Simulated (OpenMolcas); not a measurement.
**A workflow on CH7BSi (SMILES CB[SiH3])**

Aim: a single-point energy (HF/ANO-R0), then a single-point energy (CASSCF(2,2)/ANO-R1), then the energy along one coordinate (CASPT2(2,2)/ANO-R1), then the energy along one coordinate (SC-NEVPT2(2,2)/ANO-R1), then the energy along one coordinate (MC-PDFT[tPBE](2,2)/ANO-R1) of CH7BSi. 

The results are computed with OpenMolcas 26.06.

**1. The structure to begin with**

The species is CH7BSi (10 atoms), meant as a singlet with charge 0. As SMILES, `CB[SiH3]`. The shape is that of a PBE0-D4/def2-TZVP optimisation.

Bond lengths: C1–B2 1.550 Å, B2–Si3 2.018 Å, C1–H4 1.106 Å, C1–H5 1.092 Å, C1–H6 1.091 Å, B2–H7 1.201 Å, Si3–H8 1.491 Å, Si3–H9 1.491 Å, Si3–H10 1.494 Å. Some angles: C1–B2–Si3 124.4°, C1–B2–H7 118.6°, Si3–B2–H7 117.0°, B2–C1–H4 102.7°, B2–C1–H5 114.9°, B2–C1–H6 116.1°, B2–Si3–H8 111.7°, B2–Si3–H9 114.0°, B2–Si3–H10 107.9°, H4–C1–H5 105.3°.

**2. A single-point energy at HF/ANO-R0 (sfX2C) (run 1)**

File input.xyz:

```xyz
10

C     -1.087900     0.975000    -0.576900
B      0.112000     0.000300    -0.689900
Si     1.014100    -0.883100     0.884800
H     -1.958400     0.307500    -0.716200
H     -1.157900     1.712200    -1.380000
H     -1.228600     1.454100     0.393400
H      0.516800    -0.288200    -1.783700
H      1.154200    -2.354100     0.685500
H      0.324900    -0.654200     2.186700
H      2.393700    -0.320800     0.999300
```

File step1.input:

```
* CH7BSi Hartree-Fock
>>> EXPORT MOLCAS_PRINT=2

&GATEWAY
 Coord = input.xyz
 Basis = ANO-R0
 Group = NoSym

&SEWARD

&SCF
 PrOrbitals = 0

&LOCALISATION
 Occupied
 Freeze
 Pipek-Mezey

&LOCALISATION
 FileOrb = $Project.LocOrb
 Virtual
 Pipek-Mezey
```

Command:

```console
$ export MOLCAS_MEM=1860
$ pymolcas step1.input > step1.log
```

Standard output:

```text
--- Start Module: gateway ---
[...]
--- Stop Module: gateway /rc=_RC_ALL_IS_WELL_ ---
[...]
      Basis functions           26
[...]
       Convergence after  10 Iterations
[...]
::    Total SCF energy                               -355.5155566803
[...]
      Total spin, S                                     0.0000000000
[...]
      Total electronic charge=   32.000000
      Total            charge=   -0.000000
[...]
      Dipole Moment (debye):
      Origin of the operator (angstrom)=    0.2859   -0.2265    0.1830
                   X= -1.3430E+00               Y=  9.2913E-01               Z= -9.6524E-01           Total=  1.8970E+00
      Quadrupole Moment (debye*angstrom):
[...]
--- Start Module: localisation ---
[...]
--- Stop Module: localisation /rc=_RC_ALL_IS_WELL_ ---
--- Start Module: localisation ---
[...]
--- Stop Module: localisation /rc=_RC_ALL_IS_WELL_ ---
[...]
```

Wall time 2.4 s (1 thread of Intel Xeon 6975P-C (Granite Rapids), shared host); peak memory 0.38 GiB.

**3. The energy at CASSCF(2,2)/ANO-R1 (sfX2C, RICD fitting) (run 2)**

input.xyz is that of step 2.

File step2.inp:

```
&gateway
  coord = input.xyz
  basis = ANO-R0
  group = NoSym

&seward

&rasscf
  fileorb = $CurrDir/step1.LocOrb
  alter = 1
  1 17 22
  spin = 1
  nactel = 2 0 0
  inactive = 15
  ras2 = 2
  orblisting = Nothing
>>> COPY $Project.RunFile RUNFIL1
>>> COPY $Project.RasOrb INPORB

&gateway
  coord = input.xyz
  basis = ANO-R1
  group = NoSym
  ricd

&seward
>>> COPY $Project.RunFile RUNFIL2

&expbas

&rasscf
  fileorb = $Project.ExpOrb
  spin = 1
  nactel = 2 0 0
  inactive = 15
  ras2 = 2
  orblisting = Nothing
```

Command:

```console
$ export MOLCAS_MEM=1860
$ pymolcas step2.inp > step2.log
```

Standard output:

```text
--- Start Module: gateway ---
[...]
      Basis functions           26
[...]
      Number of active orbitals                  2
[...]
      Spin quantum number                      0.0
[...]
      Active orbitals                            2
[...]
      Number of CSFs                             3
[...]
      Number of root(s) required                 1
[...]
      Convergence after 10 iterations
[...]
      printout of CI-coefficients larger than  0.05 for root  1
      energy=    -355.524881
      conf/sym  11     Coeff  Weight
             1  20   0.99533 0.99069
             3  02  -0.09650 0.00931
      Natural orbitals and occupation numbers for root  1
      sym 1:   1.981375   0.018625
      ************************************************************************************************************************
      *                                                    Final results                                                     *
[...]
::    RASSCF root number  1 Total energy:   -355.52488102
[...]
      Basis functions           81
[...]
      Convergence after 17 iterations
[...]
      Natural orbitals and occupation numbers for root  1
      sym 1:   1.984464   0.015536
      ************************************************************************************************************************
      *                                                    Final results                                                     *
[...]
::    RASSCF root number  1 Total energy:   -356.19444462
[...]
      Total electronic charge=   32.000000
      Total            charge=   -0.000000
[...]
      Dipole Moment (debye):
      Origin of the operator (angstrom)=    0.2859   -0.2265    0.1830
                   X= -8.8995E-01               Y=  5.9854E-01               Z= -5.7200E-01           Total=  1.2155E+00
      Quadrupole Moment (debye*angstrom):
[...]
```

Wall time 8.1 s (1 thread of Intel Xeon 6975P-C (Granite Rapids), shared host); peak memory 0.38 GiB.

**4. An energy scan at CASPT2(2,2)/ANO-R1 (sfX2C, RICD fitting, ipea shift 0.25 Eh, pt2 variant SS) (run 3)**

File step3.inp:

```
* CH7BSi CASPT2
>>> COPY $CurrDir/step2.RasOrb $Project.RasOrb
>>> ForEach K in (1, 2, 3, 4, 5, 6, 7, 8, 9)

&GATEWAY
  Coord=$CurrDir/point$K.xyz
  Basis=ANO-R1
  Group=NoSym
  RICD

&SEWARD

&RASSCF
  FileOrb=$Project.RasOrb
  Spin=1
  Nactel=2 0 0
  Inactive=15
  Ras2=2
  OrbListing=Nothing

&CASPT2
  Imaginary=0.2
  Frozen=7
>>> EndDo
```

Command:

```console
$ export MOLCAS_MEM=1860
$ pymolcas step3.inp > step3.log
```

Standard output:

```text
[...]
      Basis functions           81
[...]
      Number of active orbitals                  2
[...]
      Spin quantum number                      0.0
[...]
      Active orbitals                            2
[...]
      Number of CSFs                             3
[...]
      Number of root(s) required                 1
[...]
      Convergence after 25 iterations
[...]
      printout of CI-coefficients larger than  0.05 for root  1
      energy=    -356.174900
      conf/sym  11     Coeff  Weight
             1  20   0.99472 0.98946
             3  02  -0.10265 0.01054
      Natural orbitals and occupation numbers for root  1
      sym 1:   1.978925   0.021075
      ************************************************************************************************************************
      *                                                    Final results                                                     *
[...]
::    RASSCF root number  1 Total energy:   -356.17490018
[...]
::    CASPT2 Root  1     Total energy:   -356.50687524
[...]
      Convergence after 21 iterations
[...]
      Natural orbitals and occupation numbers for root  1
      sym 1:   1.984475   0.015525
      ************************************************************************************************************************
      *                                                    Final results                                                     *
[...]
      Convergence after 10 iterations
[...]
      Convergence after 10 iterations
[...]
      Convergence after  8 iterations
[...]
::    RASSCF root number  1 Total energy:   -356.07959360
[...]
::    CASPT2 Root  1     Total energy:   -356.39145095
[...]
      Convergence after  8 iterations
[...]
::    RASSCF root number  1 Total energy:   -356.07850923
[...]
      Reference weight:           0.88994
[...]
::    CASPT2 Root  1     Total energy:   -356.38974987
[...]
```

It took 52 s on 1 thread of Intel Xeon 6975P-C (Granite Rapids), shared host; peak memory 0.08 GiB.

The scan, from its lowest point:

```
Si3–B2 (Å)  energy (kJ/mol)
     1.817             41.4
     2.018              0.0
     2.220             14.2
     2.523             78.4
     2.927            175.7
     3.431            267.3
     4.037            323.2
     4.844            344.5
     6.055            348.9
```

**5. An energy scan at SC-NEVPT2(2,2)/ANO-R1 (sfX2C, RICD fitting, pt2 variant SC-NEVPT2) (run 4)**

File step4.input:

```
>>> EXPORT MOLCAS_PRINT=2
>>> COPY $CurrDir/step2.RasOrb $Project.RasOrb
>>> ForEach K in (1, 2, 3, 4, 5, 6, 7, 8, 9)

&GATEWAY
 Coord
 $CurrDir/point$K.xyz
 Basis
 ANO-R1
 Group
 NoSym
 RICD

&SEWARD

&RASSCF
 FileOrb
 $Project.RasOrb
 Spin
 1
 Nactel
 2 0 0
 Inactive
 15
 Ras2
 2
 OrbListing
 Nothing

&CASPT2
 SC-NEVPT2
 Frozen
 7
>>> EndDo
```

Command:

```console
$ export MOLCAS_MEM=1860
$ pymolcas step4.input > step4.log
```

Standard output:

```text
--- Start Module: gateway ---
[...]
      Basis functions           81
[...]
      Number of active orbitals                  2
[...]
      Spin quantum number                      0.0
[...]
      Active orbitals                            2
[...]
      Number of CSFs                             3
[...]
      Number of root(s) required                 1
[...]
      Convergence after 25 iterations
[...]
      printout of CI-coefficients larger than  0.05 for root  1
      energy=    -356.174900
      conf/sym  11     Coeff  Weight
             1  20   0.99472 0.98946
             3  02  -0.10265 0.01054
      Natural orbitals and occupation numbers for root  1
      sym 1:   1.978925   0.021075
      ************************************************************************************************************************
      *                                                    Final results                                                     *
[...]
::    RASSCF root number  1 Total energy:   -356.17490018
[...]
::    SC-NEVPT2 Root  1     Total energy:   -356.50319684
[...]
      Convergence after 21 iterations
[...]
      Natural orbitals and occupation numbers for root  1
      sym 1:   1.984475   0.015525
      ************************************************************************************************************************
      *                                                    Final results                                                     *
[...]
      Convergence after 10 iterations
[...]
      Convergence after 10 iterations
[...]
      Convergence after  8 iterations
[...]
::    RASSCF root number  1 Total energy:   -356.07959360
[...]
::    SC-NEVPT2 Root  1     Total energy:   -356.38919062
[...]
      Convergence after  8 iterations
[...]
::    RASSCF root number  1 Total energy:   -356.07850923
[...]
::    SC-NEVPT2 Root  1     Total energy:   -356.38767616
[...]
```

Run time: 50 s. Hardware: 1 thread of Intel Xeon 6975P-C (Granite Rapids), shared host; peak memory 0.08 GiB.

The scan, from its lowest point:

```
Si3–B2 (Å)  energy (kJ/mol)
     1.817             42.3
     2.018              0.0
     2.220             13.0
     2.523             75.8
     2.927            172.6
     3.431            265.1
     4.037            321.1
     4.844            341.7
     6.055            345.6
```

**6. The energy along one coordinate at MC-PDFT[tPBE](2,2)/ANO-R1 (sfX2C, RICD fitting) (run 5)**

File step5.input:

```
>>> EXPORT MOLCAS_PRINT=2
>>> COPY $CurrDir/step2.RasOrb $Project.RasOrb
>>> ForEach K in (1, 2, 3, 4, 5, 6, 7, 8, 9)

&GATEWAY
 Coord
 $CurrDir/point$K.xyz
 Basis
 ANO-R1
 Group
 NoSym
 RICD

&SEWARD

&RASSCF
 FileOrb
 $Project.RasOrb
 Spin
 1
 Nactel
 2 0 0
 Inactive
 15
 Ras2
 2
 OrbListing
 Nothing

&MCPDFT
 KSDFT
 T:PBE
>>> EndDo
```

Command:

```console
$ export MOLCAS_MEM=1860
$ pymolcas step5.input > step5.log
```

Standard output:

```text
--- Start Module: gateway ---
[...]
      Basis functions           81
[...]
      Number of active orbitals                  2
[...]
      Spin quantum number                      0.0
[...]
      Active orbitals                            2
[...]
      Number of CSFs                             3
[...]
      Number of root(s) required                 1
[...]
      Convergence after 25 iterations
[...]
      printout of CI-coefficients larger than  0.05 for root  1
      energy=    -356.174900
      conf/sym  11     Coeff  Weight
             1  20   0.99472 0.98946
             3  02  -0.10265 0.01054
      Natural orbitals and occupation numbers for root  1
      sym 1:   1.978925   0.021075
      ************************************************************************************************************************
      *                                                    Final results                                                     *
[...]
::    RASSCF root number  1 Total energy:   -356.17490018
[...]
::    MCPDFT root number  1 Total energy:   -356.97601321
[...]
      Convergence after 21 iterations
[...]
      Natural orbitals and occupation numbers for root  1
      sym 1:   1.984475   0.015525
      ************************************************************************************************************************
      *                                                    Final results                                                     *
[...]
      Convergence after 10 iterations
[...]
      Convergence after 10 iterations
[...]
      Convergence after  8 iterations
[...]
::    RASSCF root number  1 Total energy:   -356.07959360
[...]
::    MCPDFT root number  1 Total energy:   -356.84922851
[...]
      Convergence after  8 iterations
[...]
::    RASSCF root number  1 Total energy:   -356.07850923
[...]
::    MCPDFT root number  1 Total energy:   -356.84803558
[...]
```

It took 55 s on 1 thread of Intel Xeon 6975P-C (Granite Rapids), shared host; peak memory 0.08 GiB.

The scan, from its lowest point:

```
Si3–B2 (Å)  energy (kJ/mol)
     1.817             38.2
     2.018              0.0
     2.220             16.0
     2.523             80.7
     2.927            180.7
     3.431            281.2
     4.037            347.0
     4.844            371.0
     6.055            374.2
```

**7. Summary of results**

| quantity | value |
| --- | --- |
| run 1, HF/ANO-R0: total energy | -355.51556 Eh |
| run 1, HF/ANO-R0: dipole moment | 1.90 D |
| run 1, HF/ANO-R0: HOMO energy | -12.82 eV |
| run 1, HF/ANO-R0: LUMO energy | 0.41 eV |
| run 1, HF/ANO-R0: HOMO–LUMO gap | 13.23 eV |
| run 2, CASSCF(2,2)/ANO-R1: total energy | -356.19444 Eh |
| run 2, CASSCF(2,2)/ANO-R1: dipole moment (CASSCF density) | 1.22 D |
| run 3, CASPT2(2,2)/ANO-R1: lowest energy of the scan | -356.52265 Eh |
| run 4, SC-NEVPT2(2,2)/ANO-R1: lowest energy of the scan | -356.51932 Eh |
| run 5, MC-PDFT[tPBE](2,2)/ANO-R1: lowest energy of the scan | -356.99055 Eh |

Mulliken charges (run 1, HF/ANO-R0) run from -0.97 on C1 to +0.30 on H5; they depend strongly on the basis. Mulliken charges (run 2, CASSCF(2,2)/ANO-R1) run from -0.18 on Si3 to +0.08 on H7.
